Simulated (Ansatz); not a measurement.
```yaml
crystal:
  periodic: [false, false, false]
  atoms:
    - {symbol: C, position_ang: [-0.008512, 1.593949, 1.418754]}
    - {symbol: C, position_ang: [-0.088679, 0.842407, 0.483186]}
    - {symbol: C, position_ang: [-0.198453, -0.012602, -0.636665]}
    - {symbol: C, position_ang: [0.207093, -1.276665, -0.603260]}
    - {symbol: F, position_ang: [0.095501, -2.065584, -1.666782]}
    - {symbol: H, position_ang: [0.064675, 2.254692, 2.249708]}
    - {symbol: H, position_ang: [-0.629000, 0.379847, -1.552969]}
    - {symbol: H, position_ang: [0.649476, -1.773245, 0.252228]}
basis:
  gaussian: {orbitals: def2-mTZVPP, point_charges: [{charge: 0.50, position_ang: [4.414, -0.974, 0.246]}]}
hamiltonian: {xc: {name: M06-2X}}
output: {forces: true}
```

```sh
$ ansatz run in.yaml --threads 2 --pin off --events-out ev --progress --plain --max-ram 4352MiB
```

It prints (some lines left out):

```
Error: YAML parse error: error: line 14 column 19: hamiltonian.xc: no functional is named "M06-2X"; the names, which are not case-sensitive, are SVWN5, SPW92, PBE, PBE0, PBEsol, revPBE, revPBE0, RPBE, rPW86-PBE, HSE06, wPBEh, LC-wPBE, HISS, HF, BLYP, B3LYP, B3LYP5, BHLYP, CAM-B3LYP, r2SCAN, r2SCANh, r2SCAN0, r2SCAN50, m-r2SCAN, B97, wB97, wB97X, wB97X-V, B97M-V, wB97M-V, B2PLYP, B2GP-PLYP, PBE0-DH, PBE-QIDH
12 | basis:
13 |   gaussian: {orbitals: def2-mTZVPP, point_charges: [{charge: 0.50, position_ang: [4…
14 | hamiltonian: {xc: {name: M06-2X}}
15 | output: {forces: true}
```

(1) What is wrong with this run?

Answers

(1) The method's name isn't one that the program takes here. The program refused the input.

HSE06 is defined as in plane-wave codes.
